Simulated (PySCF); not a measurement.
# CH2OS, a complex of two parts: interaction energy

Wanted: the interaction energy for `S` with `[C-]#[O+]`.

Computed with PySCF 2.14.0; each step states its level. No surroundings beyond the atoms listed, unless a continuum is named. Atoms count from 0, parts from 1.

## 1. The system as given

5 atoms, charge 0, multiplicity 1; geometry: GFN2-xTB. Parts: 1 = atoms 0–2, `S`, charge 0; 2 = atoms 3–4, `[C-]#[O+]`, charge 0.

## 2. Optimising the geometry at PBE0-D3(BJ)/def2-TZVPD

What the job is given:

```
{"job": {"xc": "PBE0", "basis": "def2-TZVPD", "d3": "d3bj", "grid": 3, "kind": "geom", "shake": 0.01}, "charge": 0, "multiplicity": 1, "parts": [{"atoms": "0-2", "charge": 0, "multiplicity": 1}, {"atoms": "3-4", "charge": 0, "multiplicity": 1}]}
S     -0.005540     0.573419     0.203622
H     -0.947857    -0.291923    -0.169122
H      0.947245    -0.260483    -0.032466
C      1.848281    -2.268408     0.541420
O      1.906293    -2.905179     1.465413
```

Launch:

```
$ OMP_NUM_THREADS=1 python cluster_run.py task.json out
```

The driver reads the jobs from task.json and runs them one after another.

Standard output:

```text
step   0  E = -512.49348899  max force = 0.026775
step   1  E = -512.49595110  max force = 0.001268
step   2  E = -512.49608682  max force = 0.000781
step   3  E = -512.49638271  max force = 0.000391
step   4  E = -512.49645251  max force = 0.000275
step   5  E = -512.49648420  max force = 0.000284
step   6  E = -512.49649692  max force = 0.000226
optimisation converged
```

It took 33 s on 1 thread of Arm Neoverse V1, shared host; peak memory 0.57 GiB.

The steps of the relaxation:

```csv
step,energy from step 0 (eV),largest force component (eV/Å)
0,0.0000,1.3768
1,-0.0670,0.0652
2,-0.0707,0.0402
3,-0.0787,0.0201
4,-0.0806,0.0141
5,-0.0815,0.0146
6,-0.0818,0.0116
```

Close pairs (by a distance rule), those that changed most:

```csv
bond,before (Å),after (Å),change (Å)
S0–H2,1.288,1.342,+0.054
S0–H1,1.333,1.342,+0.009
C3–O4,1.124,1.123,-0.001
```

The next job starts from the end point, and lists it.

```
                         at the end point                 value
  point group (found at 0.08 Å tolerance)                    C1
rotational constants (GHz, main isotopes)  71.867, 1.792, 1.765
                        dipole moment (D)                  1.13
```

Contacts at the end point (a selection, picked against the atoms' radii; other short pairs can be missing):

| atoms | distance (Å) | kind (by distance and angle) | angle (°) |
| --- | --- | --- | --- |
| H2···C3 | 2.83 | inside the van der Waals sum | – |

Against the parts relaxed at this level the binding energy is -1.03 kcal/mol, without counterpoise.

## 3. Coupled-cluster interaction energy: CCSD(T) and MP2, 2.83 Å

What the job is given:

```
{"job": {"kind": "intercc", "basis": "aug-cc-pVDZ", "basis_mid": "aug-cc-pVTZ", "basis_large": "aug-cc-pVQZ"}, "charge": 0, "multiplicity": 1, "parts": [{"atoms": "0-2", "charge": 0, "multiplicity": 1}, {"atoms": "3-4", "charge": 0, "multiplicity": 1}]}
S     -0.154818     0.758807     0.144556
H     -1.010273    -0.222312    -0.180633
H      0.905965     0.032716    -0.241242
C      2.031828    -2.391170     0.687699
O      1.891395    -3.147883     1.505367
```

Method: CCSD(T)/aug-cc-pVDZ and MP2/aug-cc-pVTZ, aug-cc-pVQZ counterpoise interaction energy, frozen core, gas phase.

Standard output:

```text
part 1, own basis, geometry of the cluster
final grid: 22496 points
cycle   1  E = -398.6951729023  dE = -1.564e-01  |g| = 1.978e-01  |ddm| = 2.492e+00
cycle   2  E = -398.7117275924  dE = -1.655e-02  |g| = 6.735e-02  |ddm| = 4.166e-01
cycle   3  E = -398.7134085898  dE = -1.681e-03  |g| = 2.022e-02  |ddm| = 9.780e-02
cycle   4  E = -398.7137219883  dE = -3.134e-04  |g| = 5.324e-03  |ddm| = 3.876e-02
cycle   5  E = -398.7137442395  dE = -2.225e-05  |g| = 1.133e-03  |ddm| = 1.169e-02
cycle   6  E = -398.7137452754  dE = -1.036e-06  |g| = 2.693e-04  |ddm| = 3.013e-03
cycle   7  E = -398.7137453387  dE = -6.330e-08  |g| = 4.235e-05  |ddm| = 1.062e-03
cycle   8  E = -398.7137453403  dE = -1.615e-09  |g| = 9.680e-06  |ddm| = 1.239e-04
cycle   9  E = -398.7137453404  dE = -8.879e-11  |g| = 1.313e-06  |ddm| = 3.210e-05
converged SCF energy = -398.7137453404

part 2, own basis, geometry of the cluster
final grid: 22416 points
cycle   1  E = -112.7264194379  dE =  1.391e-01  |g| = 5.059e-01  |ddm| = 2.520e+00
cycle   2  E = -112.7502700815  dE = -2.385e-02  |g| = 4.314e-01  |ddm| = 9.613e-01
cycle   3  E = -112.7815632285  dE = -3.129e-02  |g| = 3.737e-02  |ddm| = 4.256e-01
cycle   4  E = -112.7819003123  dE = -3.371e-04  |g| = 8.780e-03  |ddm| = 5.981e-02
cycle   5  E = -112.7819253844  dE = -2.507e-05  |g| = 1.055e-03  |ddm| = 1.996e-02
cycle   6  E = -112.7819258012  dE = -4.168e-07  |g| = 1.802e-04  |ddm| = 2.604e-03
cycle   7  E = -112.7819258155  dE = -1.426e-08  |g| = 5.084e-05  |ddm| = 4.312e-04
cycle   8  E = -112.7819258164  dE = -9.059e-10  |g| = 9.414e-06  |ddm| = 1.134e-04
converged SCF energy = -112.7819258164

part 1, own basis, relaxed alone
final grid: 22496 points
cycle   1  E = -398.6951793921  dE = -1.562e-01  |g| = 1.978e-01  |ddm| = 2.493e+00
cycle   2  E = -398.7117325475  dE = -1.655e-02  |g| = 6.734e-02  |ddm| = 4.167e-01
cycle   3  E = -398.7134131718  dE = -1.681e-03  |g| = 2.022e-02  |ddm| = 9.779e-02
cycle   4  E = -398.7137265195  dE = -3.133e-04  |g| = 5.323e-03  |ddm| = 3.876e-02
cycle   5  E = -398.7137487598  dE = -2.224e-05  |g| = 1.133e-03  |ddm| = 1.169e-02
cycle   6  E = -398.7137497947  dE = -1.035e-06  |g| = 2.693e-04  |ddm| = 3.012e-03
cycle   7  E = -398.7137498580  dE = -6.328e-08  |g| = 4.235e-05  |ddm| = 1.062e-03
cycle   8  E = -398.7137498596  dE = -1.614e-09  |g| = 9.677e-06  |ddm| = 1.239e-04
cycle   9  E = -398.7137498597  dE = -8.822e-11  |g| = 1.312e-06  |ddm| = 3.209e-05
converged SCF energy = -398.7137498597

part 2, own basis, relaxed alone
final grid: 22416 points
cycle   1  E = -112.7262263287  dE =  1.376e-01  |g| = 5.064e-01  |ddm| = 2.518e+00
cycle   2  E = -112.7500684338  dE = -2.384e-02  |g| = 4.323e-01  |ddm| = 9.625e-01
cycle   3  E = -112.7815074736  dE = -3.144e-02  |g| = 3.741e-02  |ddm| = 4.263e-01
cycle   4  E = -112.7818453164  dE = -3.378e-04  |g| = 8.793e-03  |ddm| = 5.985e-02
cycle   5  E = -112.7818704972  dE = -2.518e-05  |g| = 1.055e-03  |ddm| = 2.000e-02
cycle   6  E = -112.7818709138  dE = -4.166e-07  |g| = 1.797e-04  |ddm| = 2.605e-03
cycle   7  E = -112.7818709280  dE = -1.420e-08  |g| = 5.084e-05  |ddm| = 4.301e-04
cycle   8  E = -112.7818709289  dE = -9.072e-10  |g| = 9.448e-06  |ddm| = 1.134e-04
converged SCF energy = -112.7818709289

cluster
final grid: 5040 points
cycle   1  E = -511.4951278350  dE = -3.981e-04  |g| = 6.535e-03  |ddm| = 2.646e-01
cycle   2  E = -511.4951485261  dE = -2.069e-05  |g| = 3.509e-03  |ddm| = 3.365e-02
cycle   3  E = -511.4951514259  dE = -2.900e-06  |g| = 1.457e-03  |ddm| = 5.921e-03
cycle   4  E = -511.4951522458  dE = -8.199e-07  |g| = 2.285e-04  |ddm| = 3.583e-03
cycle   5  E = -511.4951522906  dE = -4.483e-08  |g| = 7.386e-05  |ddm| = 7.326e-04
cycle   6  E = -511.4951522962  dE = -5.525e-09  |g| = 2.519e-05  |ddm| = 2.850e-04
cycle   7  E = -511.4951522969  dE = -7.053e-10  |g| = 7.805e-06  |ddm| = 9.569e-05
converged SCF energy = -511.4951522969

part 1 in the basis of the cluster
final grid: 5040 points
cycle   1  E = -398.7137616170  dE = -1.638e-05  |g| = 7.067e-04  |ddm| = 1.241e-01
cycle   2  E = -398.7137618685  dE = -2.516e-07  |g| = 1.028e-04  |ddm| = 1.460e-02
cycle   3  E = -398.7137618757  dE = -7.116e-09  |g| = 8.882e-06  |ddm| = 2.329e-03
cycle   4  E = -398.7137618757  dE = -6.662e-11  |g| = 1.343e-06  |ddm| = 1.228e-04
converged SCF energy = -398.7137618757

part 2 in the basis of the cluster
final grid: 5040 points
cycle   1  E = -112.7819914768  dE = -6.540e-05  |g| = 1.542e-03  |ddm| = 2.121e-01
cycle   2  E = -112.7819925457  dE = -1.069e-06  |g| = 2.308e-04  |ddm| = 2.205e-02
cycle   3  E = -112.7819925745  dE = -2.877e-08  |g| = 1.832e-05  |ddm| = 3.253e-03
cycle   4  E = -112.7819925747  dE = -1.791e-10  |g| = 7.432e-06  |ddm| = 9.792e-05
converged SCF energy = -112.7819925747

Interaction energy (kcal/mol)
  counterpoise       -0.803
  uncorrected        -1.041
  dispersion part     0.000
  deformation         0.026
  binding            -0.777

Decomposition of the uncorrected value (kcal/mol)
  electrostatic      -0.789
  Pauli               1.380
  orbital            -0.265
  dispersion          0.000
  correlation        -1.366

Charge of each part in the cluster: -0.001 0.001
part 1, own basis, geometry of the cluster
final grid: 22496 points
cycle   1  E = -398.6992112962  dE = -1.581e-01  |g| = 2.003e-01  |ddm| = 2.599e+00
cycle   2  E = -398.7159290314  dE = -1.672e-02  |g| = 7.214e-02  |ddm| = 4.273e-01
cycle   3  E = -398.7176670817  dE = -1.738e-03  |g| = 2.116e-02  |ddm| = 1.480e-01
cycle   4  E = -398.7180063903  dE = -3.393e-04  |g| = 5.821e-03  |ddm| = 5.239e-02
cycle   5  E = -398.7180331142  dE = -2.672e-05  |g| = 1.206e-03  |ddm| = 2.003e-02
cycle   6  E = -398.7180342041  dE = -1.090e-06  |g| = 3.017e-04  |ddm| = 4.380e-03
cycle   7  E = -398.7180342815  dE = -7.743e-08  |g| = 5.033e-05  |ddm| = 1.129e-03
cycle   8  E = -398.7180342838  dE = -2.292e-09  |g| = 1.232e-05  |ddm| = 1.953e-04
cycle   9  E = -398.7180342839  dE = -1.405e-10  |g| = 1.784e-06  |ddm| = 5.748e-05
converged SCF energy = -398.7180342839

part 2, own basis, geometry of the cluster
final grid: 22416 points
cycle   1  E = -112.7337671167  dE =  1.378e-01  |g| = 5.081e-01  |ddm| = 2.567e+00
cycle   2  E = -112.7575044395  dE = -2.374e-02  |g| = 4.348e-01  |ddm| = 9.399e-01
cycle   3  E = -112.7891938051  dE = -3.169e-02  |g| = 3.744e-02  |ddm| = 4.198e-01
cycle   4  E = -112.7895309280  dE = -3.371e-04  |g| = 9.024e-03  |ddm| = 5.668e-02
cycle   5  E = -112.7895561052  dE = -2.518e-05  |g| = 1.128e-03  |ddm| = 1.922e-02
cycle   6  E = -112.7895565696  dE = -4.644e-07  |g| = 1.945e-04  |ddm| = 2.666e-03
cycle   7  E = -112.7895565856  dE = -1.604e-08  |g| = 5.111e-05  |ddm| = 4.381e-04
cycle   8  E = -112.7895565866  dE = -9.345e-10  |g| = 9.292e-06  |ddm| = 1.124e-04
converged SCF energy = -112.7895565866

part 1, own basis, relaxed alone
final grid: 22496 points
cycle   1  E = -398.6992184337  dE = -1.578e-01  |g| = 2.003e-01  |ddm| = 2.599e+00
cycle   2  E = -398.7159346902  dE = -1.672e-02  |g| = 7.213e-02  |ddm| = 4.273e-01
cycle   3  E = -398.7176723748  dE = -1.738e-03  |g| = 2.116e-02  |ddm| = 1.480e-01
cycle   4  E = -398.7180116367  dE = -3.393e-04  |g| = 5.820e-03  |ddm| = 5.238e-02
cycle   5  E = -398.7180383496  dE = -2.671e-05  |g| = 1.206e-03  |ddm| = 2.002e-02
cycle   6  E = -398.7180394384  dE = -1.089e-06  |g| = 3.017e-04  |ddm| = 4.378e-03
cycle   7  E = -398.7180395158  dE = -7.738e-08  |g| = 5.033e-05  |ddm| = 1.128e-03
cycle   8  E = -398.7180395181  dE = -2.291e-09  |g| = 1.231e-05  |ddm| = 1.953e-04
cycle   9  E = -398.7180395182  dE = -1.405e-10  |g| = 1.783e-06  |ddm| = 5.746e-05
converged SCF energy = -398.7180395182

part 2, own basis, relaxed alone
final grid: 22416 points
cycle   1  E = -112.7335676181  dE =  1.363e-01  |g| = 5.086e-01  |ddm| = 2.565e+00
cycle   2  E = -112.7572957538  dE = -2.373e-02  |g| = 4.358e-01  |ddm| = 9.411e-01
cycle   3  E = -112.7891323632  dE = -3.184e-02  |g| = 3.748e-02  |ddm| = 4.206e-01
cycle   4  E = -112.7894702577  dE = -3.379e-04  |g| = 9.038e-03  |ddm| = 5.672e-02
cycle   5  E = -112.7894955471  dE = -2.529e-05  |g| = 1.129e-03  |ddm| = 1.927e-02
cycle   6  E = -112.7894960113  dE = -4.643e-07  |g| = 1.940e-04  |ddm| = 2.667e-03
cycle   7  E = -112.7894960273  dE = -1.597e-08  |g| = 5.112e-05  |ddm| = 4.369e-04
cycle   8  E = -112.7894960282  dE = -9.366e-10  |g| = 9.327e-06  |ddm| = 1.125e-04
converged SCF energy = -112.7894960282

cluster
final grid: 5040 points
cycle   1  E = -511.5069937058  dE = -3.711e-04  |g| = 6.565e-03  |ddm| = 2.225e-01
cycle   2  E = -511.5070152870  dE = -2.158e-05  |g| = 3.493e-03  |ddm| = 2.768e-02
cycle   3  E = -511.5070182482  dE = -2.961e-06  |g| = 1.495e-03  |ddm| = 5.871e-03
cycle   4  E = -511.5070191115  dE = -8.633e-07  |g| = 2.357e-04  |ddm| = 3.714e-03
cycle   5  E = -511.5070191561  dE = -4.466e-08  |g| = 7.935e-05  |ddm| = 7.908e-04
cycle   6  E = -511.5070191625  dE = -6.421e-09  |g| = 2.582e-05  |ddm| = 3.413e-04
cycle   7  E = -511.5070191633  dE = -7.399e-10  |g| = 7.982e-06  |ddm| = 1.097e-04
converged SCF energy = -511.5070191633

part 1 in the basis of the cluster
final grid: 5040 points
cycle   1  E = -398.7180408217  dE = -6.350e-06  |g| = 4.358e-04  |ddm| = 9.221e-02
cycle   2  E = -398.7180409197  dE = -9.795e-08  |g| = 6.325e-05  |ddm| = 1.062e-02
cycle   3  E = -398.7180409224  dE = -2.717e-09  |g| = 5.195e-06  |ddm| = 1.729e-03
cycle   4  E = -398.7180409224  dE = -1.972e-11  |g| = 7.689e-07  |ddm| = 1.037e-04
converged SCF energy = -398.7180409224

part 2 in the basis of the cluster
final grid: 5040 points
cycle   1  E = -112.7895783884  dE = -2.151e-05  |g| = 8.361e-04  |ddm| = 1.879e-01
cycle   2  E = -112.7895786840  dE = -2.956e-07  |g| = 1.095e-04  |ddm| = 1.858e-02
cycle   3  E = -112.7895786901  dE = -6.081e-09  |g| = 9.939e-06  |ddm| = 2.442e-03
cycle   4  E = -112.7895786901  dE = -2.342e-11  |g| = 7.127e-06  |ddm| = 6.334e-05
converged SCF energy = -112.7895786901

Interaction energy (kcal/mol)
  counterpoise       -0.843
  uncorrected        -0.957
  dispersion part     0.000
  deformation         0.020
  binding            -0.822

Decomposition of the uncorrected value (kcal/mol)
  electrostatic      -0.782
  Pauli               1.390
  orbital            -0.249
  dispersion          0.000
  correlation        -1.316

Charge of each part in the cluster: -0.001 0.001
part 1 in the basis of the cluster: E(HF) = -398.698121576  E2 = -0.155343106  E(CCSD corr) = -0.177993408  (T) = -0.004881887
part 2 in the basis of the cluster: E(HF) = -112.755292704  E2 = -0.298512144  E(CCSD corr) = -0.305729812  (T) = -0.012194464
cluster: E(HF) = -511.452841980  E2 = -0.455518513  E(CCSD corr) = -0.484962055  (T) = -0.017309968

Counterpoise interaction energy (kcal/mol)
  hf_small                   0.359
  mp2_small                 -0.685
  ccsd_small                -0.418
  ccsdt_small               -0.565
  hf_large                   0.377
  mp2_large                 -0.843
  hf_middle                  0.378
  mp2_middle                -0.803
  scs_mp2_large             -0.592
  mp2_limit                 -0.871
  ccsdt_less_mp2             0.120
  ccsdt_limit_estimate      -0.751
  bsse_mp2_large             0.114
```

Run time: 57 s. Hardware: 1 thread of Arm Neoverse V1, shared host; peak memory 0.82 GiB.

Contacts at this geometry (a selection, picked against the atoms' radii; other short pairs can be missing):

```
  atoms  distance (Å)  kind (by distance and angle)  angle (°)
H2···C3          2.83  inside the van der Waals sum          –
```

| method | interaction energy (kcal/mol) | from CCSD(T), limit estimate (kcal/mol) |
| --- | --- | --- |
| HF/aug-cc-pVDZ | 0.36 | +1.11 |
| MP2/aug-cc-pVDZ | -0.68 | +0.07 |
| CCSD/aug-cc-pVDZ | -0.42 | +0.33 |
| CCSD(T)/aug-cc-pVDZ | -0.56 | +0.19 |
| HF/aug-cc-pVQZ | 0.38 | +1.13 |
| MP2/aug-cc-pVQZ | -0.84 | -0.09 |
| SCS-MP2/aug-cc-pVQZ | -0.59 | +0.16 |
| MP2, extrapolated | -0.87 | -0.12 |
| CCSD(T), limit estimate | -0.75 | 0 |

## 4. Coupled-cluster interaction energy: CCSD(T) and MP2, 2.97 Å

The job, as its differences from that of step 3:

```diff
@@ -4,3 +4,3 @@
 H      0.905965     0.032716    -0.241242
-C      2.031828    -2.391170     0.687699
-O      1.891395    -3.147883     1.505367
+C      2.088121    -2.512364     0.734146
+O      1.947688    -3.269077     1.551814
```

Method: CCSD(T)/aug-cc-pVDZ and MP2/aug-cc-pVTZ, aug-cc-pVQZ counterpoise interaction energy, frozen core, gas phase.

Standard output:

```text
part 1, own basis, geometry of the cluster: E = -398.7137453404 (as before)

part 2, own basis, geometry of the cluster: E = -112.7819258164 (as before)

part 1, own basis, relaxed alone: E = -398.7137498597 (as before)

part 2, own basis, relaxed alone: E = -112.7818709289 (as before)

cluster
final grid: 5040 points
cycle   1  E = -511.4954693032  dE = -2.659e-04  |g| = 5.389e-03  |ddm| = 2.457e-01
cycle   2  E = -511.4954822399  dE = -1.294e-05  |g| = 3.063e-03  |ddm| = 2.957e-02
cycle   3  E = -511.4954842978  dE = -2.058e-06  |g| = 1.123e-03  |ddm| = 4.850e-03
cycle   4  E = -511.4954848219  dE = -5.242e-07  |g| = 1.845e-04  |ddm| = 3.005e-03
cycle   5  E = -511.4954848512  dE = -2.931e-08  |g| = 5.916e-05  |ddm| = 6.132e-04
cycle   6  E = -511.4954848547  dE = -3.491e-09  |g| = 2.063e-05  |ddm| = 2.318e-04
cycle   7  E = -511.4954848552  dE = -4.683e-10  |g| = 5.993e-06  |ddm| = 8.003e-05
converged SCF energy = -511.4954848552

part 1 in the basis of the cluster
final grid: 5040 points
cycle   1  E = -398.7137595709  dE = -1.437e-05  |g| = 6.533e-04  |ddm| = 1.104e-01
cycle   2  E = -398.7137597927  dE = -2.218e-07  |g| = 9.553e-05  |ddm| = 1.288e-02
cycle   3  E = -398.7137597990  dE = -6.319e-09  |g| = 8.239e-06  |ddm| = 2.063e-03
cycle   4  E = -398.7137597991  dE = -6.082e-11  |g| = 1.212e-06  |ddm| = 1.098e-04
converged SCF energy = -398.7137597991

part 2 in the basis of the cluster
final grid: 5040 points
cycle   1  E = -112.7819847065  dE = -5.871e-05  |g| = 1.476e-03  |ddm| = 2.033e-01
cycle   2  E = -112.7819856958  dE = -9.894e-07  |g| = 2.231e-04  |ddm| = 2.034e-02
cycle   3  E = -112.7819857227  dE = -2.683e-08  |g| = 1.724e-05  |ddm| = 2.945e-03
cycle   4  E = -112.7819857228  dE = -1.588e-10  |g| = 6.961e-06  |ddm| = 8.756e-05
converged SCF energy = -112.7819857228

Interaction energy (kcal/mol)
  counterpoise       -0.795
  uncorrected        -0.999
  dispersion part     0.000
  deformation         0.026
  binding            -0.769

Decomposition of the uncorrected value (kcal/mol)
  electrostatic      -0.574
  Pauli               0.868
  orbital            -0.177
  dispersion          0.000
  correlation        -1.116

Charge of each part in the cluster: -0.001 0.001
part 1, own basis, geometry of the cluster: E = -398.7180342839 (as before)

part 2, own basis, geometry of the cluster: E = -112.7895565866 (as before)

part 1, own basis, relaxed alone: E = -398.7180395182 (as before)

part 2, own basis, relaxed alone: E = -112.7894960282 (as before)

cluster
final grid: 5040 points
cycle   1  E = -511.5073405348  dE = -2.376e-04  |g| = 5.390e-03  |ddm| = 2.058e-01
cycle   2  E = -511.5073539397  dE = -1.340e-05  |g| = 3.049e-03  |ddm| = 2.507e-02
cycle   3  E = -511.5073560338  dE = -2.094e-06  |g| = 1.150e-03  |ddm| = 4.890e-03
cycle   4  E = -511.5073565904  dE = -5.566e-07  |g| = 1.889e-04  |ddm| = 3.244e-03
cycle   5  E = -511.5073566190  dE = -2.863e-08  |g| = 6.373e-05  |ddm| = 6.327e-04
cycle   6  E = -511.5073566231  dE = -4.080e-09  |g| = 2.103e-05  |ddm| = 2.740e-04
cycle   7  E = -511.5073566236  dE = -4.852e-10  |g| = 6.168e-06  |ddm| = 8.886e-05
converged SCF energy = -511.5073566236

part 1 in the basis of the cluster
final grid: 5040 points
cycle   1  E = -398.7180400399  dE = -5.635e-06  |g| = 4.116e-04  |ddm| = 8.222e-02
cycle   2  E = -398.7180401295  dE = -8.955e-08  |g| = 6.035e-05  |ddm| = 9.477e-03
cycle   3  E = -398.7180401320  dE = -2.492e-09  |g| = 4.868e-06  |ddm| = 1.551e-03
cycle   4  E = -398.7180401320  dE = -1.899e-11  |g| = 7.166e-07  |ddm| = 9.371e-05
converged SCF energy = -398.7180401320

part 2 in the basis of the cluster
final grid: 5040 points
cycle   1  E = -112.7895762171  dE = -1.942e-05  |g| = 7.915e-04  |ddm| = 1.774e-01
cycle   2  E = -112.7895764872  dE = -2.701e-07  |g| = 1.041e-04  |ddm| = 1.741e-02
cycle   3  E = -112.7895764928  dE = -5.577e-09  |g| = 9.511e-06  |ddm| = 2.276e-03
cycle   4  E = -112.7895764928  dE = -2.109e-11  |g| = 6.855e-06  |ddm| = 5.951e-05
converged SCF energy = -112.7895764928

Interaction energy (kcal/mol)
  counterpoise       -0.823
  uncorrected        -0.920
  dispersion part     0.000
  deformation         0.020
  binding            -0.803

Decomposition of the uncorrected value (kcal/mol)
  electrostatic      -0.570
  Pauli               0.876
  orbital            -0.159
  dispersion          0.000
  correlation        -1.067

Charge of each part in the cluster: -0.001 0.001
part 1 in the basis of the cluster: E(HF) = -398.698111217  E2 = -0.155301309  E(CCSD corr) = -0.177951784  (T) = -0.004876548
part 2 in the basis of the cluster: E(HF) = -112.755265939  E2 = -0.298478247  E(CCSD corr) = -0.305696656  (T) = -0.012189163
cluster: E(HF) = -511.453146773  E2 = -0.455152746  E(CCSD corr) = -0.484671531  (T) = -0.017257019

Counterpoise interaction energy (kcal/mol)
  hf_small                   0.145
  mp2_small                 -0.717
  ccsd_small                -0.497
  ccsdt_small               -0.618
  hf_large                   0.163
  mp2_large                 -0.823
  hf_middle                  0.164
  mp2_middle                -0.795
  scs_mp2_large             -0.622
  mp2_limit                 -0.844
  ccsdt_less_mp2             0.100
  ccsdt_limit_estimate      -0.744
  bsse_mp2_large             0.097
```

It took 55 s on 1 thread of Arm Neoverse V1, shared host; peak memory 0.97 GiB.

Contacts at this geometry (a selection, picked against the atoms' radii; other short pairs can be missing):

```csv
atoms,distance (Å),kind (by distance and angle),angle (°)
H2···C3,2.97,at van der Waals distance,–
```

Differences are taken before rounding.

| method | interaction energy (kcal/mol) | from CCSD(T), limit estimate (kcal/mol) |
| --- | --- | --- |
| HF/aug-cc-pVDZ | 0.14 | +0.89 |
| MP2/aug-cc-pVDZ | -0.72 | +0.03 |
| CCSD/aug-cc-pVDZ | -0.50 | +0.25 |
| CCSD(T)/aug-cc-pVDZ | -0.62 | +0.13 |
| HF/aug-cc-pVQZ | 0.16 | +0.91 |
| MP2/aug-cc-pVQZ | -0.82 | -0.08 |
| SCS-MP2/aug-cc-pVQZ | -0.62 | +0.12 |
| MP2, extrapolated | -0.84 | -0.10 |
| CCSD(T), limit estimate | -0.74 | 0 |

[end of part 1 of 3]
